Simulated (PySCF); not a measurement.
# How does the mean 1H shielding change from PBE0/6-31G to PBE0/6-311+G(2d,p)?

PySCF (NMR shieldings with GIAOs, density fitting), isolated neutral molecules in closed-shell states, PBE0-D3(BJ)/def2-SVP geometries kept fixed through all settings. All basis functions are spherical. Basis functions per molecule: 53–82 in 6-31G, 159–246 in 6-311+G(2d,p).

Mean 1H shielding (ppm):

| molecule | PBE0/6-31G | PBE0/6-311+G(2d,p) |
| --- | --- | --- |
| c1ccoc1 | 25.67 | 24.46 |
| CC(=O)CC(F)(F)F | 29.91 | ? |
| C[C@@H]1NC[C@@H]1F | 30.07 | 29.02 |
| SCc1ccco1 | 27.87 | 26.56 |
| COc1ccsc1 | 27.37 | 26.30 |
| COc1cccs1 | 27.37 | 26.33 |
| CSc1ccco1 | 28.10 | 26.88 |

Question: Predict the missing value of `CC(=O)CC(F)(F)F` from the other molecules.

Answer: The basis change moves the other 6 molecules by -1.15 ppm on average (standard deviation 0.11), which puts `CC(=O)CC(F)(F)F` at 29.91 − 1.15 = 28.76 ppm. A straight line through the pairs, y = 1.024x − 1.81, gives 28.81 ppm. The run gave 28.96 ppm: the mean change misses by 0.20, the line by 0.15 ppm.

Question: Which of the two rules would one have trusted beforehand?

Answer: Leaving out each listed molecule in turn and predicting it from the rest, the mean change misses by 0.116 ppm on average and the line by 0.120; so neither has a clear lead.

Question: Is the change the same for all, and does it alter the order of the molecules?

Answer: Among the 6 molecules with both values given it runs from -1.31 ppm for `SCc1ccco1` to -1.04 ppm for `COc1cccs1`; `CC(=O)CC(F)(F)F` moves by -0.95 ppm, outside this range. The change is of one sign for all of them. No pair among the 6 changes order.

Neither level serves as a reference here, and other classes of molecule may behave otherwise.
